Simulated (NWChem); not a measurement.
The numbers come from NWChem runs, not from measurements. System: CH (+1), charge 1, spin multiplicity 1, at a geometry optimised with PBE0/def2-SVP. The structure started from a generated list of species. Level: EOM-CCSD/aug-cc-pVDZ, 1 core orbitals frozen.

Input file:

```
start mol
memory heap 100 mb stack 700 mb global 1900 mb
charge 1
geometry units angstroms nocenter noautoz
  C      0.000000     0.000000     0.163891
  H      0.000000     0.000000    -0.983348
  symmetry group C2v
end
basis spherical
  * library aug-cc-pvdz
end
scf
  rhf
  nopen 0
  maxiter 100
  thresh 1e-7
  semidirect memsize 60000000 filesize 0
end
tce
  freeze core 1
  ccsd
  nroots 1
  2eorb
  2emet 13
  thresh 1e-5
  maxiter 200
  tilesize 24
  dipole
end
task tce energy
```

NWChem printed:

```
             Northwest Computational Chemistry Package (NWChem) 7.3.0
             --------------------------------------------------------

                                NWChem Input Module
                                -------------------

 Scaling coordinates for geometry "geometry" by  1.889725989
 (inverse scale =  0.529177249)

 Turning off AUTOSYM since
 SYMMETRY directive was detected!

                             Geometry "geometry" -> ""
                             -------------------------

 Output coordinates in angstroms (scale by  1.889725989 to convert to a.u.)

  No.       Tag          Charge          X              Y              Z
 ---- ---------------- ---------- -------------- -------------- --------------
    1 C                    6.0000     0.00000000     0.00000000     0.16389100
    2 H                    1.0000     0.00000000     0.00000000    -0.98334800

 Effective nuclear repulsion energy (a.u.)       2.7675693504

            Nuclear Dipole moment (a.u.)
            ----------------------------
        X                 Y               Z
 ---------------- ---------------- ----------------
     0.0000000000     0.0000000000    -0.0000037795

      Symmetry information
      --------------------

 Group name             C2v
 Group number             16
 Group order               4
 No. of unique centers     2

      Symmetry unique atoms

     1    2


 Summary of "ao basis" -> "" (spherical)
 ------------------------------------------------------------------------------
       Tag                 Description            Shells   Functions and Types
 ---------------- ------------------------------  ------  ---------------------
 *                        aug-cc-pvdz                 on all atoms

 Summary of "ao basis" -> "ao basis" (spherical)
 ------------------------------------------------------------------------------
       Tag                 Description            Shells   Functions and Types
 ---------------- ------------------------------  ------  ---------------------
 C                        aug-cc-pvdz                9       23   4s3p2d
 H                        aug-cc-pvdz                5        9   3s2p

                                 NWChem SCF Module
                                 -----------------

  ao basis        = "ao basis"
  functions       =    32
  atoms           =     2
  closed shells   =     3
  open shells     =     0
  charge          =   1.00
  wavefunction    = RHF
  use symmetry    = T
  symmetry adapt  = T

 Summary of "ao basis" -> "ao basis" (spherical)
 ------------------------------------------------------------------------------
       Tag                 Description            Shells   Functions and Types
 ---------------- ------------------------------  ------  ---------------------
 C                        aug-cc-pvdz                9       23   4s3p2d
 H                        aug-cc-pvdz                5        9   3s2p

      Symmetry analysis of basis
      --------------------------

        a1         16
        a2          2
        b1          7
        b2          7

 Forming initial guess at       0.0s

      Superposition of Atomic Density Guess
      -------------------------------------

 Sum of atomic energies:         -38.16635657

 Renormalizing density from       7.00 to      6

      Non-variational initial energy
      ------------------------------

 Total energy =     -34.053258
 1-e energy   =     -48.194558
 2-e energy   =      11.373731
 HOMO         =      -0.796220
 LUMO         =      -0.635575

      Symmetry analysis of molecular orbitals - initial
      -------------------------------------------------

 !! scf_movecs_sym_adapt:   18 vectors were symmetry contaminated

  Symmetry fudging

 !! scf_movecs_sym_adapt:   16 vectors were symmetry contaminated

  Numbering of irreducible representations:

     1 a1          2 a2          3 b1          4 b2

  Orbital symmetries:

     1 a1          2 a1          3 a1          4 b2          5 b1
     6 a1          7 a1          8 b2          9 b1         10 a1
    11 a1         12 b2         13 b1

 Starting SCF solution at       0.0s

 ----------------------------------------------
         Quadratically convergent ROHF

 Convergence threshold     :          1.000E-07
 Maximum no. of iterations :          100
 Final Fock-matrix accuracy:          1.000E-09
 ----------------------------------------------

              iter       energy          gnorm     gmax       time
             ----- ------------------- --------- --------- --------
                 1      -37.8911364607  3.99D-01  1.58D-01      0.0
                 2      -37.9008152399  4.39D-02  1.71D-02      0.1
                 3      -37.9010961449  9.70D-04  4.96D-04      0.1
                 4      -37.9010962527  1.39D-07  5.61D-08      0.1
                 5      -37.9010962527  3.14D-09  1.24D-09      0.1

       Final RHF  results
       ------------------

         Total SCF energy =    -37.901096252683
      One-electron energy =    -53.405830000375
      Two-electron energy =     12.737164397279
 Nuclear repulsion energy =      2.767569350413

        Time for solution =      0.0s

       Symmetry analysis of molecular orbitals - final
       -----------------------------------------------

  Numbering of irreducible representations:

     1 a1          2 a2          3 b1          4 b2

  Orbital symmetries:

     1 a1          2 a1          3 a1          4 b2          5 b1
     6 a1          7 a1          8 b2          9 b1         10 a1
    11 a1         12 b2         13 b1
[...]
   0.2060006204017   0.3616597262353    9.84127     0.0     0.0

 Iteration   5 using    5 trial vectors
   0.1179601929210   0.2965586895230    8.06978     0.0     0.0

 Iteration   6 using    6 trial vectors
   0.0384868376384   0.2864597920979    7.79497     0.0     0.0

 Iteration   7 using    7 trial vectors
   0.0105019253228   0.2854083608498    7.76636     0.0     0.0

 Iteration   8 using    8 trial vectors
   0.0034010473229   0.2853523279136    7.76484     0.0     0.0

 Iteration   9 using    9 trial vectors
   0.0010783502383   0.2853450360037    7.76464     0.0     0.0

 Iteration  10 using   10 trial vectors
   0.0002465234651   0.2853407680836    7.76452     0.0     0.0

 Iteration  11 using   11 trial vectors
   0.0000661939535   0.2853402666388    7.76451     0.0     0.0

 Iteration  12 using   12 trial vectors
   0.0000161094797   0.2853404328818    7.76451     0.0     0.0

 Iteration  13 using   13 trial vectors
   0.0000043275689   0.2853404470412    7.76451     0.0     0.0
 --------------------------------------------------------------
 Iterations converged

 Excited state root  1
 Excitation energy / hartree =        0.285340448751003
                   / eV      =        7.764511974315289

 EOM-CCSD transition moments / hartree
 --------------------------------------------
 X    0.0000000 Y    0.0000000 Z    0.0000000
 Oscillator Strength                0.0000000
 --------------------------------------------

 EOM-CCSD dipole moments / hartree & Debye
 ------------------------------------
   X         0.0000000      0.0000000
   Y         0.0000000      0.0000000
   Z         0.3327481      0.8457677
 Total       0.3327481      0.8457677
 ------------------------------------

 Singles contributions

 Doubles contributions
     5b1  (alpha)     4b2  (beta ) ---     3a1  (alpha)     3a1  (beta )        0.6690213500
     4b2  (alpha)     5b1  (beta ) ---     3a1  (alpha)     3a1  (beta )        0.6690213500

 =========================================
 Excited-state calculation ( b1  symmetry)
 =========================================
 Dim. of EOMCC iter. space      500

 EOMCCSD SOLVER TYPE  1
  maxdiff =   0.54093049213334032

 No. of initial right vectors    1

 EOM-CCSD right-hand side iterations
 --------------------------------------------------------------
      Residuum       Omega / hartree  Omega / eV    Cpu    Wall
 --------------------------------------------------------------

 Iteration   1 using    1 trial vectors
   0.4592703117923   0.1977916891831    5.38219     0.0     0.0

 Iteration   2 using    2 trial vectors
   0.1073775625180   0.1235121665650    3.36094     0.0     0.0

 Iteration   3 using    3 trial vectors
   0.0332502557769   0.1177699048662    3.20468     0.0     0.0

 Iteration   4 using    4 trial vectors
   0.0111636845953   0.1166687646998    3.17472     0.0     0.0

 Iteration   5 using    5 trial vectors
   0.0047476805574   0.1165947831003    3.17271     0.0     0.0

 Iteration   6 using    6 trial vectors
   0.0015018219245   0.1166145242263    3.17324     0.0     0.0

 Iteration   7 using    7 trial vectors
   0.0004386003752   0.1166123414784    3.17318     0.0     0.0

 Iteration   8 using    8 trial vectors
   0.0001068522537   0.1166113092243    3.17316     0.0     0.0

 Iteration   9 using    9 trial vectors
   0.0000340939653   0.1166112757696    3.17316     0.0     0.0

 Iteration  10 using   10 trial vectors
   0.0000093817290   0.1166113860993    3.17316     0.0     0.0
 --------------------------------------------------------------
 Iterations converged
 ------------------

 Excited state root  1
 Excitation energy / hartree =        0.116611386099340
                   / eV      =        3.173158616919186
 largest EOMCCSD amplitudes: R1 and R2

 Singles contributions
     5b1  (alpha) ---     3a1  (alpha)       -0.9415724143
     9b1  (alpha) ---     3a1  (alpha)        0.1434836497

 Doubles contributions

 No. of initial left vectors    1

 EOM-CCSD left-hand side iterations
 --------------------------------------------------------------
      Residuum       Omega / hartree  Omega / eV    Cpu    Wall
 --------------------------------------------------------------

 Iteration   1 using    1 trial vectors
   0.4626304739929   0.1977916891831    5.38219     0.0     0.0

 Iteration   2 using    2 trial vectors
   0.1090556767050   0.1240461350336    3.37547     0.0     0.0

 Iteration   3 using    3 trial vectors
   0.0343743110873   0.1177227934279    3.20340     0.0     0.0

 Iteration   4 using    4 trial vectors
   0.0119276682342   0.1165570502657    3.17168     0.0     0.0

 Iteration   5 using    5 trial vectors
   0.0049051520620   0.1165487981485    3.17146     0.0     0.0

 Iteration   6 using    6 trial vectors
   0.0015327264759   0.1166019370977    3.17290     0.0     0.0

 Iteration   7 using    7 trial vectors
   0.0004398863693   0.1166110397527    3.17315     0.0     0.0

 Iteration   8 using    8 trial vectors
   0.0001076975702   0.1166114848681    3.17316     0.0     0.0

 Iteration   9 using    9 trial vectors
   0.0000344157523   0.1166114026821    3.17316     0.0     0.0

 Iteration  10 using   10 trial vectors
   0.0000093108764   0.1166114095286    3.17316     0.0     0.0
 --------------------------------------------------------------
 Iterations converged

 Excited state root  1
 Excitation energy / hartree =        0.116611386099340
                   / eV      =        3.173158616919186

 EOM-CCSD transition moments / hartree
 --------------------------------------------
 X    0.2696233 Y    0.0000000 Z    0.0000000
 Oscillator Strength                0.0056515
 --------------------------------------------

 EOM-CCSD dipole moments / hartree & Debye
 ------------------------------------
   X         0.0000000      0.0000000
   Y         0.0000000      0.0000000
   Z         0.4555466      1.1578926
 Total       0.4555466      1.1578926
 ------------------------------------

 Singles contributions
     5b1  (alpha) ---     3a1  (alpha)       -0.9415724143
     9b1  (alpha) ---     3a1  (alpha)        0.1434836497

 Doubles contributions

 =========================================
 Excited-state calculation ( b2  symmetry)
 =========================================
 Dim. of EOMCC iter. space      500

 EOMCCSD SOLVER TYPE  1
  maxdiff =   0.54093049213334010

 No. of initial right vectors    1

 EOM-CCSD right-hand side iterations
 --------------------------------------------------------------
      Residuum       Omega / hartree  Omega / eV    Cpu    Wall
 --------------------------------------------------------------

 Iteration   1 using    1 trial vectors
   0.4592703117923   0.1977916891831    5.38219     0.0     0.0

 Iteration   2 using    2 trial vectors
   0.1073775625180   0.1235121665650    3.36094     0.0     0.0

 Iteration   3 using    3 trial vectors
   0.0332502557769   0.1177699048662    3.20468     0.0     0.0

 Iteration   4 using    4 trial vectors
   0.0111636845953   0.1166687646998    3.17472     0.0     0.0

 Iteration   5 using    5 trial vectors
   0.0047476805574   0.1165947831003    3.17271     0.0     0.0

 Iteration   6 using    6 trial vectors
   0.0015018219245   0.1166145242263    3.17324     0.0     0.0

 Iteration   7 using    7 trial vectors
   0.0004386003752   0.1166123414784    3.17318     0.0     0.0

 Iteration   8 using    8 trial vectors
   0.0001068522537   0.1166113092243    3.17316     0.0     0.0

 Iteration   9 using    9 trial vectors
   0.0000340939653   0.1166112757696    3.17316     0.0     0.0

 Iteration  10 using   10 trial vectors
   0.0000093817290   0.1166113860993    3.17316     0.0     0.0
 --------------------------------------------------------------
 Iterations converged
 ------------------

 Excited state root  1
 Excitation energy / hartree =        0.116611386099341
                   / eV      =        3.173158616919189
 largest EOMCCSD amplitudes: R1 and R2

 Singles contributions
     4b2  (alpha) ---     3a1  (alpha)       -0.9415724143
     8b2  (alpha) ---     3a1  (alpha)        0.1434836497

 Doubles contributions

 No. of initial left vectors    1

 EOM-CCSD left-hand side iterations
 --------------------------------------------------------------
      Residuum       Omega / hartree  Omega / eV    Cpu    Wall
 --------------------------------------------------------------

 Iteration   1 using    1 trial vectors
   0.4626304739929   0.1977916891831    5.38219     0.0     0.0

 Iteration   2 using    2 trial vectors
   0.1090556767050   0.1240461350336    3.37547     0.0     0.0

 Iteration   3 using    3 trial vectors
   0.0343743110873   0.1177227934279    3.20340     0.0     0.0

 Iteration   4 using    4 trial vectors
   0.0119276682342   0.1165570502657    3.17168     0.0     0.0

 Iteration   5 using    5 trial vectors
   0.0049051520620   0.1165487981485    3.17146     0.0     0.0

 Iteration   6 using    6 trial vectors
   0.0015327264759   0.1166019370977    3.17290     0.0     0.0

 Iteration   7 using    7 trial vectors
   0.0004398863693   0.1166110397527    3.17315     0.0     0.0

 Iteration   8 using    8 trial vectors
   0.0001076975702   0.1166114848681    3.17316     0.0     0.0

 Iteration   9 using    9 trial vectors
   0.0000344157523   0.1166114026821    3.17316     0.0     0.0

 Iteration  10 using   10 trial vectors
   0.0000093108764   0.1166114095286    3.17316     0.0     0.0
 --------------------------------------------------------------
 Iterations converged

 Excited state root  1
 Excitation energy / hartree =        0.116611386099341
                   / eV      =        3.173158616919189

 EOM-CCSD transition moments / hartree
 --------------------------------------------
 X    0.0000000 Y    0.2696233 Z    0.0000000
 Oscillator Strength                0.0056515
 --------------------------------------------

 EOM-CCSD dipole moments / hartree & Debye
 ------------------------------------
   X         0.0000000      0.0000000
   Y         0.0000000      0.0000000
   Z         0.4555466      1.1578926
 Total       0.4555466      1.1578926
 ------------------------------------

 Singles contributions
     4b2  (alpha) ---     3a1  (alpha)       -0.9415724143
     8b2  (alpha) ---     3a1  (alpha)        0.1434836497

 Doubles contributions

 Task  times  cpu:        1.6s     wall:        1.6s

 Total times  cpu:        1.6s     wall:        1.6s
```
